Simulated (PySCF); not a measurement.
## Atomic charges against the basis set

Compound: C₅H₉N.
Numbering: `[CH2:1]=[C:2]([CH3:3])[C@@H:4]1[CH2:5][NH:6]1` (hydrogens: H7, H8 on C1; H9, H10, H11 on C3; H12 on C4; H13, H14 on C5; H15 on N6)

Geometry (PBE0-D3(BJ)/def2-SVP, Å), atoms numbered from 1 in this order:
```xyz
15
C5H9N angstrom
C     -1.190   -1.196    0.275
C     -0.767    0.061    0.099
C     -1.644    1.139   -0.463
C      0.616    0.502    0.437
C      1.728    0.215   -0.511
N      1.673   -0.416    0.794
H     -0.554   -1.971    0.713
H     -2.201   -1.498   -0.007
H     -1.210    1.553   -1.388
H     -1.733    1.979    0.246
H     -2.654    0.770   -0.686
H      0.656    1.457    0.979
H      2.533    0.944   -0.659
H      1.474   -0.377   -1.397
H      1.357   -1.381    0.712
```

PBE0 throughout (PySCF), one geometry, spherical d and f functions. The structure is a single PBE0-D3(BJ)/def2-SVP conformer in the gas phase; no vibrational or solvent corrections. The first 7 of 13 kinds of atom are listed.

Mulliken charges (e):

```tsv
basis	functions	C1	C2	C3	C4	C5	N6	H7
STO-3G	39	-0.181	+0.005	-0.238	-0.036	-0.114	-0.318	+0.072
6-31G	72	-0.416	+0.167	-0.548	-0.168	-0.230	-0.515	+0.149
6-31G*	102	-0.469	+0.198	-0.590	-0.121	-0.257	-0.535	+0.160
def2-SVP	129	-0.099	-0.143	+0.011	-0.077	+0.026	-0.236	+0.035
6-311+G(2d,p)	216	-0.477	+0.525	-0.724	+0.072	-0.337	-0.296	+0.101
def2-TZVP	240	-0.319	+0.056	-0.388	-0.043	-0.166	-0.317	+0.110
```

IAO charges (e):

```csv
basis,functions,C1,C2,C3,C4,C5,N6,H7
STO-3G,39,-0.270,-0.021,-0.395,-0.091,-0.206,-0.303,+0.121
6-31G,72,-0.350,+0.024,-0.437,-0.065,-0.211,-0.408,+0.136
6-31G*,102,-0.337,+0.019,-0.417,-0.045,-0.187,-0.413,+0.130
def2-SVP,129,-0.336,+0.021,-0.406,-0.042,-0.179,-0.409,+0.128
"6-311+G(2d,p)",216,-0.359,+0.025,-0.428,-0.045,-0.193,-0.436,+0.137
def2-TZVP,240,-0.358,+0.026,-0.428,-0.045,-0.193,-0.433,+0.136
```

Hirshfeld charges (e):

```
        basis  functions      C1      C2      C3      C4      C5      N6      H7
       STO-3G         39  -0.081  +0.001  -0.034  +0.026  -0.004  -0.194  +0.025
        6-31G         72  -0.125  +0.014  -0.096  +0.001  -0.042  -0.207  +0.039
       6-31G*        102  -0.122  +0.012  -0.097  -0.001  -0.042  -0.199  +0.039
     def2-SVP        129  -0.123  +0.016  -0.110  -0.003  -0.047  -0.187  +0.038
6-311+G(2d,p)        216  -0.119  +0.003  -0.112  -0.015  -0.050  -0.196  +0.041
    def2-TZVP        240  -0.122  +0.008  -0.116  -0.013  -0.051  -0.193  +0.041
```

Question: Which scheme is steadiest as the basis changes?

Answer: Largest range over the bases for any column: Hirshfeld 0.08 e, IAO 0.13 e, Mulliken 0.73 e. Hirshfeld charges move least and Mulliken charges most, counted in e. Without the minimal STO-3G basis the ranges are Hirshfeld 0.02, IAO 0.03, Mulliken 0.73 e.

Question: How much do the charges still move between the two largest bases, 6-311+G(2d,p) and def2-TZVP?

Answer: At most, over all atoms: Mulliken 0.470 e, IAO 0.003 e, Hirshfeld 0.006 e.

Question: What do the same runs give for the total energy, the frontier levels and the dipole moment?

Answer: 
| basis | energy (Eh) | HOMO (eV) | LUMO (eV) | μ (D) |
| --- | --- | --- | --- | --- |
| STO-3G | -247.2696 | -4.51 | 3.25 | 1.74 |
| 6-31G | -250.2503 | -6.52 | 0.59 | 2.11 |
| 6-31G* | -250.3281 | -6.61 | 0.61 | 1.76 |
| def2-SVP | -250.1553 | -6.76 | 0.34 | 1.67 |
| 6-311+G(2d,p) | -250.4060 | -6.90 | -0.03 | 1.74 |
| def2-TZVP | -250.4255 | -6.88 | 0.15 | 1.67 |

The dipole is fixed by the density alone, so its range of 0.44 D shows that the density itself changes with the basis, not only its division among atoms.
